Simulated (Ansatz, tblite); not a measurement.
# The cluster Nb₄+: one state, many levels

How do method and basis change the picture of the cluster Nb₄+ (doublet)?

Method: as each input shows; program: Ansatz 0.2.0, Gaussian basis.

Levels to be run: GFN1-xTB, GFN2-xTB, PBE-D4/def2-TZVP, r2SCAN-D4/def2-TZVP, LC-ωPBE/def2-TZVP, B97M-V/def2-TZVP, r2SCANh-D4/def2-TZVP, PBE+5HF/def2-TZVP, PBE+10HF/def2-TZVP, PBE+15HF/def2-TZVP, PBE+35HF/def2-TZVP, PBE+50HF/def2-TZVP, PBE-D4/def2-SVP, PBE0-D4/def2-SVP, CCSD(T)/def2-SVP, MP2/def2-TZVP, RPA/def2-TZVP.

7 further runs of the same task are left out: 2 that didn't finish, 5 set aside as unsound or not needed.

### 1 The relaxed structure

The doublet was relaxed beforehand with PBE-D4/def2-SVP. At that level it is the lowest of the isomers that a small search found.

4 atoms, charge 1, spin multiplicity 2.

Bond lengths: Nb1–Nb2 2.491 Å, Nb1–Nb3 2.602 Å, Nb1–Nb4 2.491 Å, Nb2–Nb3 2.491 Å, Nb2–Nb4 2.614 Å, Nb3–Nb4 2.491 Å. Angles: Nb2–Nb1–Nb3 58.5°, Nb2–Nb1–Nb4 63.3°, Nb3–Nb1–Nb4 58.5°, Nb1–Nb2–Nb3 63.0°, Nb1–Nb2–Nb4 58.3°, Nb3–Nb2–Nb4 58.4°, Nb1–Nb3–Nb2 58.5°, Nb1–Nb3–Nb4 58.5°, Nb2–Nb3–Nb4 63.3°, Nb1–Nb4–Nb2 58.4°, Nb1–Nb4–Nb3 63.0°, Nb2–Nb4–Nb3 58.3°.

Coordinates:

```xyz
4

Nb   -1.23960    0.72039    0.58171
Nb    0.91589   -0.36596    1.19878
Nb   -0.31621   -1.31841   -0.74552
Nb    0.63991    0.96397   -1.03496
```

Nb takes a core potential in the def2 sets. No spin-orbit coupling is included. The ion is computed in the gas phase, without counter-ions or solvent.

PBE0-D4/def2-TZVP was run before; its log isn't repeated, and its numbers join the tables.

### 2 GFN1-xTB

Tight binding, by tblite at 300 K electronic temperature and without a spin-polarisation term:

```python
tblite.interface.Calculator('GFN1-xTB', numbers, positions, charge=1, uhf=1).singlepoint()
```

Energy -204.1715 eV; 0.011 s.

### 3 GFN2-xTB

Tight binding, by tblite at 300 K electronic temperature and without a spin-polarisation term:

```python
tblite.interface.Calculator('GFN2-xTB', numbers, positions, charge=1, uhf=1).singlepoint()
```

Energy -182.6190 eV; 0.014 s.

### 4 PBE-D4/def2-TZVP

start.molden holds the orbitals of an earlier run on this state, given as this run's starting guess.

in.yaml

```yaml
crystal:
  periodic: [false, false, false]
  atoms:
    - {symbol: Nb, position_ang: [-1.239598, 0.720391, 0.581708]}
    - {symbol: Nb, position_ang: [0.915894, -0.365960, 1.198777]}
    - {symbol: Nb, position_ang: [-0.316206, -1.318411, -0.745518]}
    - {symbol: Nb, position_ang: [0.639910, 0.963970, -1.034957]}
basis:
  gaussian: {orbitals: def2-TZVP, initial_orbitals: start.molden}
total_charge: 1
magnetization: {spin_polarized: true, initial_magnetization: 1}
hamiltonian: {xc: pbe, dispersion: d4}
scf: {omitted_lower_state_checks: [starts]}
output: {orbitals: {seedname: orbitals}}
```

On the command line:

```console
$ ansatz run in.yaml --threads 4 --pin off --events-out ev --progress --plain --max-ram 3916MiB
```

The runs that follow: r2SCAN-D4/def2-TZVP; LC-ωPBE/def2-TZVP; B97M-V/def2-TZVP; r2SCANh-D4/def2-TZVP; PBE+5HF/def2-TZVP; PBE+10HF/def2-TZVP; PBE+15HF/def2-TZVP; PBE+35HF/def2-TZVP; PBE+50HF/def2-TZVP; PBE-D4/def2-SVP; PBE0-D4/def2-SVP; CCSD(T)/def2-SVP; MP2/def2-TZVP; RPA/def2-TZVP.

**Question.** What will the summary of the whole plan be? Wanted: gap in def2-TZVP, named functionals, smallest and largest; gap over the share of exact exchange; correlation energy, CCSD(T)/def2-SVP; correlation energy, MP2/def2-TZVP; ⟨S²⟩ in def2-TZVP, named functionals, smallest and largest; PBE0 total energy, smallest basis above largest.

As calculated:

```
                                                  quantity                                value
 gap in def2-TZVP, named functionals, smallest and largest  0.28 eV (PBE-D4), 6.17 eV (LC-ωPBE)
                      gap over the share of exact exchange        0.28 eV at 0, 1.33 eV at 0.15
                      correlation energy, CCSD(T)/def2-SVP                            -34.07 eV
                         correlation energy, MP2/def2-TZVP                            -37.08 eV
⟨S²⟩ in def2-TZVP, named functionals, smallest and largest                         0.761, 2.765
           PBE0 total energy, smallest basis above largest        1.79 eV (def2-SVP, def2-TZVP)
```

In words: Over the named functionals in def2-TZVP the gap runs from 0.28 eV (PBE-D4) to 6.17 eV (LC-ωPBE); exact exchange widens it. Raising the share of exact exchange from 0 to 0.15 moves the HOMO by -0.36 eV and the LUMO by +0.69 eV. Over the named functionals in def2-TZVP spin contamination reaches 2.01 (LC-ωPBE), so some levels may describe another state. Notes on CCSD(T)/def2-SVP: large T1 diagnostic, spin contamination, state flagged by the program.
